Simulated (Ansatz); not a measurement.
# CH4Si (SMILES [CH][SiH3]): levels of theory compared

Wanted: a comparison of 5 runs (UHF/3-21G, UHF/def2-TZVP, UB3LYP/6-31G*, UPBE/def2-SVP, UCCSD/def2-SVP) of CH4Si. 

Program for the calculation: Ansatz 0.2.0.

2 further runs of the same task are left out: 1 that didn't finish, 1 set aside as unsound or not needed. Runs told in other sessions of the task aren't counted.

## 1. The structure to begin with

The species is CH4Si (6 atoms), meant as a triplet with charge 0. SMILES: `[CH][SiH3]`. Geometry: relaxed at GFN2-xTB.

Bond lengths: C1–Si2 1.808 Å, C1–H3 1.070 Å, Si2–H4 1.473 Å, Si2–H5 1.473 Å, Si2–H6 1.464 Å. Angles: C1–Si2–H4 110.4°, C1–Si2–H5 110.4°, C1–Si2–H6 109.0°, Si2–C1–H3 147.9°, H4–Si2–H5 108.7°, H4–Si2–H6 109.2°, H5–Si2–H6 109.2°.

## 2. Energy and gradient at UHF/3-21G (run 1)

run.yaml reads:

```yaml
crystal:
  periodic: [false, false, false]
  atoms:
    - {symbol: C, position_ang: [0.667310, -0.852170, 0.734600]}
    - {symbol: Si, position_ang: [-0.258900, 0.404300, -0.178590]}
    - {symbol: H, position_ang: [1.137890, -1.813490, 0.730980]}
    - {symbol: H, position_ang: [-1.544120, -0.143200, -0.644620]}
    - {symbol: H, position_ang: [0.511450, 0.860970, -1.347520]}
    - {symbol: H, position_ang: [-0.513620, 1.543590, 0.705170]}
basis:
  gaussian:
    orbitals: 3-21G.json
magnetization:
  spin_polarized: true
  initial_magnetization: 2
hamiltonian:
  xc: hf
accuracy: high
output: {forces: true, orbitals: {seedname: orbitals}}
```

The basis set 3-21G is read from a file made from the Basis Set Exchange's data (not shown).

Launch:

```
$ ansatz run run.yaml --threads 1 --pin off --max-ram 2610MiB --events-out events.jsonl --progress --plain --runs-dir runs
```

The program printed:

```text
Warning: RAYON_NUM_THREADS=1 ignored (pool sized by the plan → 1); use --threads N
Functional definition: HF
  name "HF"
  exchange = exact_x
  correlation = 0
669 factors; integrals over basis functions are off by at most 2.7e-9 eV
mean field evaluation 1: about -8904.0181 eV, gradient 9.9e0 eV
mean field evaluation 2: about -8904.1676 eV, gradient 1.0e1 eV
mean field evaluation 4: about -8905.4043 eV, gradient 1.4e0 eV
mean field evaluation 8: about -8905.4354 eV, gradient 5.1e-2 eV
mean field evaluation 16: about -8905.4355 eV, gradient 2.2e-8 eV
mean field -8905.43551738 eV, -327.2687189425 hartree, gradient 8.9e-9 eV, S^2 2.025261; 0 other end points of the search recorded, 0 dependent functions left out
the calculation of the forces begins
reference -8905.43551738 eV, -327.2687189425 hartree; 13, 11 occupied and 17, 19 virtual orbitals, 669 factors
Total energy: -8905.43551738 eV, -327.2687189425 hartree
Atom 0 at     0.667310    -0.852170     0.734600 Å, force     0.787948    -1.091702     0.743622 eV/Å
Atom 1 at    -0.258900     0.404300    -0.178590 Å, force    -0.540406     0.696850    -0.575308 eV/Å
Atom 2 at     1.137890    -1.813490     0.730980 Å, force     0.040913    -0.049652     0.049054 eV/Å
Atom 3 at    -1.544120    -0.143200    -0.644620 Å, force    -0.319626    -0.073375    -0.136775 eV/Å
Atom 4 at     0.511450     0.860970    -1.347520 Å, force     0.136944     0.150593    -0.294052 eV/Å
Atom 5 at    -0.513620     1.543590     0.705170 Å, force    -0.105773     0.367286     0.213459 eV/Å
Dipole moment:     0.022521    -0.087698    -0.060929 e Å
```

Wall time 0.36 s (1 thread of Arm Neoverse V2, shared host).

## 3. Energy and forces at UHF/def2-TZVP (run 2)

job.yaml reads:

```yaml
basis:
  gaussian:
    orbitals: def2-TZVP
crystal:
  periodic: [false, false, false]
  atoms:
    - {symbol: C, position_ang: [0.667310, -0.852170, 0.734600]}
    - {symbol: Si, position_ang: [-0.258900, 0.404300, -0.178590]}
    - {symbol: H, position_ang: [1.137890, -1.813490, 0.730980]}
    - {symbol: H, position_ang: [-1.544120, -0.143200, -0.644620]}
    - {symbol: H, position_ang: [0.511450, 0.860970, -1.347520]}
    - {symbol: H, position_ang: [-0.513620, 1.543590, 0.705170]}
magnetization:
  spin_polarized: true
  initial_magnetization: 2
hamiltonian:
  xc: hf
accuracy: high
output:
  forces: true
  orbitals: {seedname: orbitals}
```

Launch:

```
$ ansatz run job.yaml --threads 1 --pin off --max-ram 2610MiB --events-out events.jsonl --progress --plain --runs-dir runs
```

The program printed:

```text
Warning: RAYON_NUM_THREADS=1 ignored (pool sized by the plan → 1); use --threads N
[... 4 set-up lines as earlier in the session ...]
1658 factors; integrals over basis functions are off by at most 3.5e-9 eV
mean field evaluation 1: about -8952.2460 eV, gradient 1.3e1 eV
mean field evaluation 2: about -8952.2574 eV, gradient 1.3e1 eV
mean field evaluation 4: about -8954.1406 eV, gradient 2.0e0 eV
mean field evaluation 8: about -8954.1978 eV, gradient 1.4e-3 eV
mean field -8954.19784918 eV, -329.0607015842 hartree, gradient 3.9e-8 eV, S^2 2.022139; 0 other end points of the search recorded, 0 dependent functions left out
the calculation of the forces begins
reference -8954.19784918 eV, -329.0607015842 hartree; 13, 11 occupied and 79, 81 virtual orbitals, 1658 factors
Total energy: -8954.19784918 eV, -329.0607015842 hartree
Atom 0 at     0.667310    -0.852170     0.734600 Å, force     0.278800    -0.395521     0.249363 eV/Å
Atom 1 at    -0.258900     0.404300    -0.178590 Å, force    -0.192672     0.216492    -0.244695 eV/Å
Atom 2 at     1.137890    -1.813490     0.730980 Å, force     0.028366    -0.035114     0.033135 eV/Å
Atom 3 at    -1.544120    -0.143200    -0.644620 Å, force    -0.099027    -0.015149    -0.045583 eV/Å
Atom 4 at     0.511450     0.860970    -1.347520 Å, force     0.036167     0.051715    -0.092879 eV/Å
Atom 5 at    -0.513620     1.543590     0.705170 Å, force    -0.051634     0.177577     0.100660 eV/Å
Dipole moment:     0.045491    -0.111186    -0.027135 e Å
```

Run time: 3.9 s. Hardware: 1 thread of Arm Neoverse V2, shared host.

Run 3 isn't shown in full; the table further down has it.

## 4. Energy and gradient at UPBE/def2-SVP (run 4)

molecule.yaml reads:

```yaml
basis:
  gaussian: {orbitals: def2-SVP}
crystal:
  periodic: [false, false, false]
  atoms:
    - {symbol: C, position_ang: [0.667310, -0.852170, 0.734600]}
    - {symbol: Si, position_ang: [-0.258900, 0.404300, -0.178590]}
    - {symbol: H, position_ang: [1.137890, -1.813490, 0.730980]}
    - {symbol: H, position_ang: [-1.544120, -0.143200, -0.644620]}
    - {symbol: H, position_ang: [0.511450, 0.860970, -1.347520]}
    - {symbol: H, position_ang: [-0.513620, 1.543590, 0.705170]}
magnetization: {spin_polarized: true, initial_magnetization: 2}
hamiltonian: {xc: {name: PBE}}
accuracy: high
output: {forces: true, orbitals: {seedname: orbitals}}
```

Launch:

```
$ ansatz run molecule.yaml --threads 1 --pin off --max-ram 2610MiB --events-out events.jsonl --progress --plain --runs-dir runs
```

The program printed:

```text
Warning: RAYON_NUM_THREADS=1 ignored (pool sized by the plan → 1); use --threads N
Functional definition: PBE
  name "PBE"
  parameter kappa = 0.804
  parameter beta = 0.06672455060314922
  exchange = pbe_x(kappa = kappa, mu = beta*pi^2/3)
  correlation = pbe_c(beta = beta)
1106 factors; integrals over basis functions are off by at most 3.6e-9 eV
mean field evaluation 1: about -8964.3616 eV, gradient 1.9e1 eV
mean field evaluation 2: about -8963.0235 eV, gradient 2.4e1 eV
mean field evaluation 4: about -8966.6504 eV, gradient 7.6e-1 eV
mean field evaluation 8: about -8966.6515 eV, gradient 1.1e-2 eV
mean field evaluation 16: about -8966.6515 eV, gradient 1.7e-6 eV
mean field -8966.65154257 eV, -329.5183663746 hartree, gradient 7.9e-8 eV, S^2 2.007221; 0 other end points of the search recorded, 0 dependent functions left out
the calculation of the forces begins
reference -8966.65154542 eV, -329.5183664796 hartree; 13, 11 occupied and 39, 41 virtual orbitals, 1106 factors
Total energy: -8966.65154542 eV, -329.5183664796 hartree
Atom 0 at     0.667310    -0.852170     0.734600 Å, force    -0.223883     0.523765     0.097505 eV/Å
Atom 1 at    -0.258900     0.404300    -0.178590 Å, force     0.178603    -0.246760     0.178603 eV/Å
Atom 2 at     1.137890    -1.813490     0.730980 Å, force     0.508285    -0.955496     0.116254 eV/Å
Atom 3 at    -1.544120    -0.143200    -0.644620 Å, force    -0.621420    -0.207989    -0.241555 eV/Å
Atom 4 at     0.511450     0.860970    -1.347520 Å, force     0.324610     0.254770    -0.566212 eV/Å
Atom 5 at    -0.513620     1.543590     0.705170 Å, force    -0.166195     0.631710     0.415405 eV/Å
Dipole moment:     0.019344    -0.078007    -0.056151 e Å
```

It took 3.9 s on 1 thread of Arm Neoverse V2, shared host.

## 5. Energy and forces at UCCSD/def2-SVP (run 5)

job.yaml reads:

```yaml
crystal:
  periodic: [false, false, false]
  atoms:
    - symbol: C
      position_ang: [0.667310, -0.852170, 0.734600]
    - symbol: Si
      position_ang: [-0.258900, 0.404300, -0.178590]
    - symbol: H
      position_ang: [1.137890, -1.813490, 0.730980]
    - symbol: H
      position_ang: [-1.544120, -0.143200, -0.644620]
    - symbol: H
      position_ang: [0.511450, 0.860970, -1.347520]
    - symbol: H
      position_ang: [-0.513620, 1.543590, 0.705170]
basis:
  gaussian:
    orbitals: def2-SVP
magnetization:
  spin_polarized: true
  initial_magnetization: 2
accuracy: high
correlation:
  method: ccsd
  frozen_orbitals: {C: 1, H: 0, Si: 5}
output: {forces: true, orbitals: {seedname: orbitals}}
scf:
  omitted_lower_state_checks: [cluster_reference, increment]
```

Launch:

```
$ ansatz run job.yaml --threads 1 --pin off --max-ram 2610MiB --events-out events.jsonl --progress --plain --runs-dir runs
```

The program printed:

```text
Warning: RAYON_NUM_THREADS=1 ignored (pool sized by the plan → 1); use --threads N
[... 4 set-up lines as earlier in the session ...]
these checks for a lower state are left out or cut short: cluster_reference, increment
1106 factors; integrals over basis functions are off by at most 3.6e-9 eV
mean field evaluation 1: about -8948.5228 eV, gradient 1.1e1 eV
mean field evaluation 2: about -8948.5274 eV, gradient 1.1e1 eV
mean field evaluation 4: about -8950.1286 eV, gradient 1.6e0 eV
mean field evaluation 8: about -8950.1653 eV, gradient 6.0e-2 eV
mean field -8950.16537597 eV, -328.9125109270 hartree, gradient 2.5e-8 eV, S^2 2.021933; 0 other end points of the search recorded, 0 dependent functions left out
6 core orbitals not correlated: weight in the atoms' cores, before any rotation towards them, 1.000 or more for the frozen orbitals, at most 0.000 for the correlated occupied ones
reference -8950.16537597 eV, -328.9125109270 hartree; 7, 5 occupied and 39, 41 virtual orbitals, 1106 factors
second order -5.07766347 eV of doubles, -0.00000000 eV of singles
cycle   1  -5.88566039 eV  change   -8.1e-1 eV  update   6.1e-2
cycle   2  -6.15920210 eV  change   -2.7e-1 eV  update   2.2e-2
cycle   3  -6.17836506 eV  change   -1.9e-2 eV  update   8.1e-3
cycle   4  -6.17776184 eV  change    6.0e-4 eV  update   3.3e-3
cycle   5  -6.17831241 eV  change   -5.5e-4 eV  update   1.3e-3
cycle   6  -6.17848509 eV  change   -1.7e-4 eV  update   4.0e-4
cycle   7  -6.17857415 eV  change   -8.9e-5 eV  update   1.5e-4
cycle   8  -6.17857725 eV  change   -3.1e-6 eV  update   5.2e-5
cycle   9  -6.17855473 eV  change    2.3e-5 eV  update   1.8e-5
cycle  10  -6.17855485 eV  change   -1.2e-7 eV  update   7.2e-6
cycle  11  -6.17855471 eV  change    1.4e-7 eV  update   2.9e-6
cycle  12  -6.17855486 eV  change   -1.5e-7 eV  update   1.1e-6
cycle  13  -6.17855418 eV  change    6.8e-7 eV  update   4.7e-7
cycle  14  -6.17855390 eV  change    2.8e-7 eV  update   1.9e-7
cycle  15  -6.17855388 eV  change    1.7e-8 eV  update   8.2e-8
cycle  16  -6.17855390 eV  change   -2.0e-8 eV  update   4.2e-8
cycle  17  -6.17855390 eV  change  -7.3e-10 eV  update   2.2e-8
cycle  18  -6.17855386 eV  change    3.9e-8 eV  update   6.2e-8
cycle  19  -6.17855386 eV  change    6.3e-9 eV  update   1.9e-8
cycle  20  -6.17855385 eV  change    3.3e-9 eV  update   5.3e-9
cycle  21  -6.17855385 eV  change    1.6e-9 eV  update   2.0e-9
cycle  22  -6.17855385 eV  change   8.0e-10 eV  update  7.1e-10
the calculation of the forces begins
mean field evaluation 16: about -8950.1654 eV, gradient 2.5e-8 eV
Total energy: -8956.34392982 eV, -329.1395685931 hartree
Atom 0 at     0.667310    -0.852170     0.734600 Å, force     0.018398     0.179948     0.314313 eV/Å
Atom 1 at    -0.258900     0.404300    -0.178590 Å, force    -0.158771     0.180095    -0.197757 eV/Å
Atom 2 at     1.137890    -1.813490     0.730980 Å, force     0.374792    -0.732563     0.045293 eV/Å
Atom 3 at    -1.544120    -0.143200    -0.644620 Å, force    -0.264293    -0.069297    -0.111871 eV/Å
Atom 4 at     0.511450     0.860970    -1.347520 Å, force     0.120338     0.119317    -0.244509 eV/Å
Atom 5 at    -0.513620     1.543590     0.705170 Å, force    -0.090464     0.322500     0.194531 eV/Å
Dipole moment:     0.032194    -0.094807    -0.042630 e Å
Checks for a lower state left out: cluster_reference, increment
```

It took 13 s on 1 thread of Arm Neoverse V2, shared host; peak memory 0.29 GiB.

## 6. The series

```csv
run,level,Cartesian functions,frozen core orbitals,energy (Eh),dipole moment (D),HOMO energy (eV),LUMO energy (eV),wall time
1,UHF/3-21G,no,–,-327.268719,0.52,-10.80,3.10,0.36 s
2,UHF/def2-TZVP,no,–,-329.060702,0.59,-10.92,2.23,3.9 s
3,UB3LYP/6-31G* (Cartesian functions),yes,–,-329.863671,0.52,-6.59,-2.25,4.8 s
4,UPBE/def2-SVP,no,–,-329.518366,0.47,-5.71,-3.23,3.9 s
5,UCCSD/def2-SVP,no,6,-329.139569,0.52,-10.96,2.69,13 s
```

## 7. Outcome

| quantity | value |
| --- | --- |
| run 5: total energy | -329.13957 Eh |
| run 5: dipole moment (correlated density) | 0.52 D |
| run 5: HOMO energy (Hartree–Fock orbitals) (highest over α and β) | -10.96 eV |
| run 5: LUMO energy (Hartree–Fock orbitals) (lowest over α and β) | 2.69 eV |
| run 5: correlation energy (6 core orbitals frozen) | -227.1 mEh |
| run 5: ⟨S²⟩ of the reference determinant | 2.022 |
| run 5: T1 diagnostic | 0.013 |
| run 5: largest force on an atom | 0.824 eV/Å |

The dipole moment (its size) runs from 0.47 D (UPBE/def2-SVP) to 0.59 D (UHF/def2-TZVP). The two ends differ in method and basis. Totals of different functionals can't be ranked against each other. All runs together took 26 s, the longest 13 s.
